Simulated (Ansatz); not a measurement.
C₃H₅S (charge -1), SMILES C=C(C)[S-], a rigid torsion scan

Program: the Ansatz DFT code, driven from Python.

The script, `torsion_c3h5s.py`:
```python
"""Rigid torsion scan of C3H5S(-)."""

import ansatz as az
from ase import Atoms

atoms = Atoms(["C", "C", "C", "S", "H", "H", "H", "H", "H"], positions=[
    (1.2447, -0.4254, 0.4395),
    (0.3644, 0.3415, -0.226),
    (-1.1122, 0.0288, -0.1253),
    (0.7684, 1.7046, -1.2258),
    (2.3075, -0.2153, 0.3784),
    (0.9309, -1.2633, 1.048),
    (-1.666, 0.872, 0.3039),
    (-1.3032, -0.8388, 0.5172),
    (-1.5345, -0.204, -1.1099),
])

# relax first, so that the scan starts from a minimum
first = (
    az.Crystal.molecule_from_ase(atoms).calculation()
    .basis(gaussian="6-31G*")
    .functional("b3lyp")
    .charge(-1)
    .relax(force_tolerance=0.02, max_steps=80)
)
atoms.positions = first.run(threads=1).report["positions_ang"]

start = atoms.get_dihedral(2, 1, 0, 4)
energies = {}
for turn in range(0, 360, 40):
    turned = atoms.copy()
    turned.set_dihedral(2, 1, 0, 4, start + turn, indices=[0, 4, 5])
    base = (
        az.Crystal.molecule_from_ase(turned).calculation()
        .basis(gaussian="6-31G*")
        .functional("b3lyp")
        .charge(-1)
    )
    energies[round((start + turn) % 360)] = base.run(threads=1).report["free_energy_ev"]
floor = min(energies.values())
print("dihedral C2-C1-C0-H4 (deg)   E - E(min) (kJ/mol)")
for angle, e in sorted(energies.items()):
    print(f"{angle:8d} {96.485332 * (e - floor):14.3f}  " + "#" * int(30 * (e - floor) / max(max(energies.values()) - floor, 1e-9)))
```

`python torsion_c3h5s.py` gives:
```text
dihedral C2-C1-C0-H4 (deg)   E - E(min) (kJ/mol)
      20         17.883  ##
      60        153.140  #################
     100        258.396  #############################
     140         70.062  ########
     180          0.000
     220         70.112  ########
     260        258.466  ##############################
     300        153.078  #################
     340         17.860  ##
```

Reading the output:
- The scan is rigid and the energies are electronic, in a modest basis. With rigid groups the curve can differ much from the relaxed path, the start wasn't checked as a minimum of this torsion, and equivalent turns needn't return to the same energy.
- b3lyp holds the VWN-RPA fit, as in Gaussian; the form of ORCA and Turbomole is b3lyp5.
- Anions want diffuse functions, which this basis lacks.
- It ran for 31 s on 1 thread of Arm Neoverse V2, with other jobs on the host, peak memory 0.22 GiB.
